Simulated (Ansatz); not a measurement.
Start from `CNC(O)(O)F` and change one atom or group to get `OC(O)(F)CF`.

Ansatz, PBE0-D4/def2-TZVP geometries, multiplicity 1. Each molecule was computed in one conformer, which needn't be the lowest.

```
                                          property  `CNC(O)(O)F`
                 HOMO energy (PBE/def2-TZVPP) / eV         -5.90
    zero-point energy (PBE0-D4/def2-TZVP) / kJ/mol         248.8
             HOMO–LUMO gap (B3LYP/def2-TZVPP) / eV          7.82
    size of the dipole moment (PBE/def2-TZVPP) / D          1.28
               HOMO–LUMO gap (PBE/def2-TZVPP) / eV          6.04
size of the dipole moment (ωB97M-V/def2-TZVPP) / D          1.32
```

**Question.** What does the change do to each property? (Estimate.)

**Answer.** The calculation gave: 
```csv
property,`OC(O)(F)CF`,shift
HOMO energy (PBE/def2-TZVPP) / eV,-7.54,-1.64
zero-point energy (PBE0-D4/def2-TZVP) / kJ/mol,183.9,-64.9
HOMO–LUMO gap (B3LYP/def2-TZVPP) / eV,9.82,2.00
size of the dipole moment (PBE/def2-TZVPP) / D,0.96,-0.32
HOMO–LUMO gap (PBE/def2-TZVPP) / eV,7.76,1.72
size of the dipole moment (ωB97M-V/def2-TZVPP) / D,1.01,-0.31
```

With PBE0 the HOMO falls by 1.91 eV and the LUMO rises by 0.12 eV, so the gap widens by about 2.03 eV. PBE moves the HOMO by -1.64 eV and ωB97M-V by -1.97 eV. The zero-point energy changes by -64.9 kJ/mol with -6 modes. Dipoles are sizes alone; their direction can turn.

Positive LUMOs are unbound, so they and the gaps depend on the basis.

B3LYP here is the variant with VWN-RPA as its local correlation; programs differ in this.
